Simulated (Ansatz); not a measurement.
# A workflow on SiH3Cl (chlorosilane)

Aim: a series of 34 runs (HF/STO-3G, UHF/STO-3G, HF/3-21G, UHF/3-21G, HF/6-31G*, UHF/6-31G*, B3LYP/6-31G*, UB3LYP/6-31G*, and more) of ClH3Si. 

Program for the calculation: Ansatz 0.2.0.

## Step 1: The structure to begin with

SiH3Cl has 5 atoms, charge 0, and is taken as a singlet. As SMILES, `[SiH3]Cl`. The shape is that of a PBE0-D4/def2-TZVP optimisation. The run starts from this shape.

Bond lengths: Si1–Cl2 2.054 Å, Si1–H3 1.481 Å, Si1–H4 1.481 Å, Si1–H5 1.481 Å. Angles: Cl2–Si1–H3 108.5°, Cl2–Si1–H4 108.5°, Cl2–Si1–H5 108.5°, H3–Si1–H4 110.4°, H3–Si1–H5 110.4°, H4–Si1–H5 110.4°.

## Step 2: A geometry optimisation at HF/STO-3G (run 1)

Input file input.yaml:

```yaml
basis:
  gaussian:
    orbitals: STO-3G
crystal:
  periodic: [false, false, false]
  atoms:
    - {symbol: Si, position_ang: [-0.112000, 0.018600, -0.030900]}
    - {symbol: Cl, position_ang: [1.838300, -0.513500, 0.329900]}
    - {symbol: H, position_ang: [-0.950900, -0.488300, 1.079100]}
    - {symbol: H, position_ang: [-0.534700, -0.585700, -1.314900]}
    - {symbol: H, position_ang: [-0.190800, 1.495400, -0.104700]}
output:
  orbitals: {seedname: orbitals}
relax:
  f_tol: 0.002
hamiltonian:
  xc: hf
```

Started as:

```bash
$ ansatz run input.yaml --threads 1 --pin off --max-ram 3480MiB --events-out events.jsonl --progress --plain --runs-dir runs
```

Log:

```text
Warning: RAYON_NUM_THREADS=1 ignored (pool sized by the plan → 1); use --threads N
The last accepted step is kept in runs//last_step.txt (removed where the run ends without a failure and the disk answers)
[... 49 lines left out ...]
Total energy: -20190.25085017 eV, -741.9780333002 hartree
[... 5 lines left out ...]
Dipole moment:    -0.605198     0.165103    -0.111938 e Å
```

It took 1.6 s on 1 thread of Arm Neoverse V1, shared host; peak memory 0.085 GiB.

The path in brief:

```tsv
step	energy from the first frame kept (eV)	largest force (eV/Å)
1	0.0000	2.5253
2	-0.1564	0.4614
3	-0.1593	0.0204
4	-0.1593	0.0063
5	-0.1593	0.0047
6	-0.1593	0.0000
```

After the run. Bond lengths: Si1–Cl2 2.088 Å, Si1–H3 1.422 Å, Si1–H4 1.422 Å, Si1–H5 1.422 Å. Angles: Cl2–Si1–H3 107.7°, Cl2–Si1–H4 107.7°, Cl2–Si1–H5 107.7°, H3–Si1–H4 111.2°, H3–Si1–H5 111.2°, H4–Si1–H5 111.2°.

## Step 3: Vibrational wavenumbers at HF/STO-3G (run 2)

Input file job.yaml:

```yaml
crystal:
  periodic: [false, false, false]
  atoms:
    - {symbol: Si, position_ang: [-0.140499, 0.026352, -0.036133]}
    - {symbol: Cl, position_ang: [1.842901, -0.514738, 0.330724]}
    - {symbol: H, position_ang: [-0.929339, -0.468613, 1.039154]}
    - {symbol: H, position_ang: [-0.527561, -0.562684, -1.271737]}
    - {symbol: H, position_ang: [-0.195602, 1.446184, -0.103508]}
basis:
  gaussian:
    orbitals: STO-3G
hamiltonian:
  xc: hf
phonons:
  temperatures:
    t_min: 298.15
    t_max: 298.15
    t_step: 1
```

Started as:

```bash
$ ansatz run job.yaml --threads 1 --pin off --max-ram 3480MiB --events-out events.jsonl --progress --plain --runs-dir runs
```

Log:

```text
Warning: RAYON_NUM_THREADS=1 ignored (pool sized by the plan → 1); use --threads N
[... 106 lines left out ...]
Total energy: -20190.25087083 eV, -741.9780340596 hartree
[... 5 lines left out ...]
Dipole moment:    -0.605196     0.165103    -0.111939 e Å
Vibrations: 644.11 796.20 796.21 1153.84 1193.53 1193.54 2869.97 2928.79 2928.80 cm⁻¹, zero-point energy 0.899195 eV
```

It took 2.6 s on 1 thread of Arm Neoverse V1, shared host; peak memory 0.08 GiB.

Runs 3 to 21 aren't shown in full; the table further down has their settings and results.

## Step 4: The harmonic vibrations at MP2/6-31G(d) (Cartesian functions) (run 22)

Input file in.yaml:

```yaml
crystal:
  periodic: [false, false, false]
  atoms:
    - {symbol: Si, position_ang: [-0.112325, 0.018666, -0.030923]}
    - {symbol: Cl, position_ang: [1.844161, -0.515084, 0.330960]}
    - {symbol: H, position_ang: [-0.952065, -0.486650, 1.076629]}
    - {symbol: H, position_ang: [-0.536580, -0.583930, -1.313132]}
    - {symbol: H, position_ang: [-0.193292, 1.493498, -0.105033]}
basis:
  gaussian:
    orbitals: "6-31G*"
magnetization:
  spin_polarized: false
correlation:
  method: mp2
phonons:
  temperatures:
    t_min: 298.15
    t_max: 298.15
    t_step: 1
```

Started as:

```bash
$ ansatz run in.yaml --threads 1 --pin off --max-ram 3480MiB --events-out events.jsonl --progress --plain --runs-dir runs
```

Log:

```text
Warning: RAYON_NUM_THREADS=1 ignored (pool sized by the plan → 1); use --threads N
[... 26 lines left out ...]
10 core orbitals not correlated: weight in the atoms' cores, before any rotation towards them, 1.000 or more for the frozen orbitals, at most 0.000 for the correlated occupied ones
[... 65 lines left out ...]
10 core orbitals not correlated: weight in the atoms' cores, before any rotation towards them, 1.000 or more for the frozen orbitals, at most 0.000 for the correlated occupied ones
[... 60 lines left out ...]
Dipole moment:    -0.360345     0.098306    -0.066651 e Å
[... 1 line left out ...]
Checks for a lower state left out: cluster_reference
```

Run time: 10 s. Hardware: 1 thread of Arm Neoverse V1, shared host; peak memory 0.092 GiB.

Runs 23 to 33 aren't shown in full; the table further down has their settings and results.

## Step 5: The harmonic vibrations at PBE-D3(BJ)/def2-TZVP (run 34)

Input file job.yaml:

```yaml
crystal:
  periodic: [false, false, false]
  atoms:
    - {symbol: Si, position_ang: [-0.112428, 0.018694, -0.030941]}
    - {symbol: Cl, position_ang: [1.851608, -0.517114, 0.332334]}
    - {symbol: H, position_ang: [-0.957654, -0.491012, 1.085718]}
    - {symbol: H, position_ang: [-0.538833, -0.589076, -1.323198]}
    - {symbol: H, position_ang: [-0.192793, 1.505009, -0.105413]}
basis:
  gaussian:
    orbitals: def2-TZVP
phonons:
  temperatures: {t_min: 298.15, t_max: 298.15, t_step: 1}
hamiltonian:
  xc: pbe
  dispersion: d3bj
```

Started as:

```bash
$ ansatz run job.yaml --threads 1 --pin off --max-ram 3480MiB --events-out events.jsonl --progress --plain --runs-dir runs
```

Log:

```text
Warning: RAYON_NUM_THREADS=1 ignored (pool sized by the plan → 1); use --threads N
[... 6 lines left out ...]
640 factors; their error is unknown
[... 25 lines left out ...]
640 factors; their error is unknown
[... 19 lines left out ...]
640 factors; their error is unknown
[... 20 lines left out ...]
640 factors; their error is unknown
[... 4 lines left out ...]
640 factors; their error is unknown
[... 5 lines left out ...]
640 factors; their error is unknown
[... 4 lines left out ...]
640 factors; their error is unknown
[... 4 lines left out ...]
640 factors; their error is unknown
[... 4 lines left out ...]
640 factors; their error is unknown
[... 4 lines left out ...]
640 factors; their error is unknown
[... 10 lines left out ...]
Dipole moment:    -0.238699     0.065118    -0.044148 e Å
Vibrations: 532.07 633.76 633.78 911.71 915.11 915.12 2181.94 2197.91 2197.92 cm⁻¹, zero-point energy 0.689310 eV
```

It took 18 s on 1 thread of Arm Neoverse V1, shared host; peak memory 0.1 GiB.

## Step 6: Overview of the runs

```tsv
run	level	task	walk f tol	partner	energy (Eh)	dipole moment (D)	wall time
1	HF/STO-3G	optimise	0.002	base	-741.978033	3.06	1.6 s
2	HF/STO-3G	frequencies	–	base	-741.978034	3.06	2.6 s
3	UHF/STO-3G	energy	–	cation	-741.639231	–	0.55 s
4	UHF/STO-3G	optimise	–	cation	-741.664778	–	3.6 s
5	HF/3-21G	optimise	0.002	base	-746.457784	3.53	2 s
6	HF/3-21G	frequencies	–	base	-746.457784	3.53	3 s
7	UHF/3-21G	energy	–	cation	-746.064743	–	0.64 s
8	UHF/3-21G	optimise	–	cation	-746.092906	–	3.9 s
9	HF/6-31G* (Cartesian functions)	optimise	0.002	base	-750.183411	2.06	2.6 s
10	HF/6-31G* (Cartesian functions)	frequencies	–	base	-750.183411	2.06	7.5 s
11	UHF/6-31G* (Cartesian functions)	energy	–	cation	-749.782742	–	2.4 s
12	UHF/6-31G* (Cartesian functions)	optimise	–	cation	-749.802027	–	9 s
13	B3LYP/6-31G* (Cartesian functions)	optimise	0.002	base	-751.531062	1.79	6.9 s
14	B3LYP/6-31G* (Cartesian functions)	frequencies	–	base	-751.531062	1.79	16 s
15	UB3LYP/6-31G* (Cartesian functions)	energy	–	cation	-751.111465	–	8.7 s
16	UB3LYP/6-31G* (Cartesian functions)	optimise	–	cation	-751.119435	–	23 s
17	PBE/def2-SVP	optimise	0.002	base	-750.940343	1.25	5.4 s
18	PBE/def2-SVP	frequencies	–	base	-750.940343	1.25	11 s
19	UPBE/def2-SVP	energy	–	cation	-750.534200	–	8.4 s
20	UPBE/def2-SVP	optimise	–	cation	-750.542090	–	20 s
21	MP2/6-31G* (Cartesian functions)	optimise	0.002	base	-750.389077	1.82	3.3 s
22	MP2/6-31G* (Cartesian functions)	frequencies	–	base	-750.389077	1.82	10 s
23	UMP2/6-31G* (Cartesian functions)	energy	–	cation	-749.965215	–	3.6 s
24	UMP2/6-31G* (Cartesian functions)	optimise	–	cation	-749.979834	–	11 s
25	HF/cc-pVTZ	optimise	0.002	base	-750.258151	1.58	6.3 s
26	HF/cc-pVTZ	frequencies	–	base	-750.258151	1.58	21 s
27	wB97X-V/def2-TZVP	optimise	0.002	base	-751.442616	1.32	26 s
28	wB97X-V/def2-TZVP	frequencies	–	base	-751.442616	1.32	69 s
29	wB97M-V/def2-TZVPD	optimise	0.002	base	-751.502601	1.32	38 s
30	wB97M-V/def2-TZVPD	frequencies	–	base	-751.502601	1.32	1.7 min
31	r2SCAN/def2-TZVP	optimise	0.002	base	-751.496342	1.22	16 s
32	r2SCAN/def2-TZVP	frequencies	–	base	-751.496342	1.22	33 s
33	PBE-D3(BJ)/def2-TZVP	optimise	0.002	base	-751.211088	1.21	8.4 s
34	PBE-D3(BJ)/def2-TZVP	frequencies	–	base	-751.211088	1.21	18 s
```

## Step 7: Summary of results

```
                                                                             quantity          value
                                           run 34, PBE-D3(BJ)/def2-TZVP: total energy  -751.21109 Eh
                                          run 34, PBE-D3(BJ)/def2-TZVP: dipole moment         1.21 D
                                      run 34, PBE-D3(BJ)/def2-TZVP: dispersion energy   -7.79 kJ/mol
                               run 34, PBE-D3(BJ)/def2-TZVP: largest force on an atom     0.002 eV/Å
                             run 34, PBE-D3(BJ)/def2-TZVP: lowest harmonic wavenumber       532 cm⁻¹
                            run 34, PBE-D3(BJ)/def2-TZVP: highest harmonic wavenumber      2198 cm⁻¹
                                      run 34, PBE-D3(BJ)/def2-TZVP: zero-point energy    66.5 kJ/mol
                         vertical ionisation energy (to the doublet cation), HF/3-21G      10.695 eV
                     vertical ionisation energy (to the doublet cation), B3LYP/6-31G*      11.418 eV
                     vertical ionisation energy (to the doublet cation), PBE/def2-SVP      11.052 eV
                       vertical ionisation energy (to the doublet cation), MP2/6-31G*      11.534 eV
   adiabatic ionisation energy (to the doublet cation, no zero-point term), HF/STO-3G       8.524 eV
    adiabatic ionisation energy (to the doublet cation, no zero-point term), HF/3-21G       9.929 eV
adiabatic ionisation energy (to the doublet cation, no zero-point term), PBE/def2-SVP      10.837 eV
  adiabatic ionisation energy (to the doublet cation, no zero-point term), MP2/6-31G*      11.136 eV
```

What this shows: At HF/3-21G: removing an electron at fixed nuclei costs 10.70 eV (1032 kJ/mol). At B3LYP/6-31G*: removing an electron at fixed nuclei costs 11.42 eV (263 kcal/mol). At PBE/def2-SVP: removing an electron at fixed nuclei costs 11.05 eV (255 kcal/mol). At MP2/6-31G*: the vertical ionisation energy comes to 11.53 eV (1113 kJ/mol). At HF/STO-3G: the adiabatic ionisation energy (to the doublet cation, no zero-point term) is 8.52 eV (822 kJ/mol). In a minimal basis such a difference can be off by several eV, whatever the method. Totals of different functionals can't be ranked against each other. In runs 1, 2, 3, 4 the basis is minimal, so the values are rough. All runs together took 8.5 min, the longest 1.7 min.
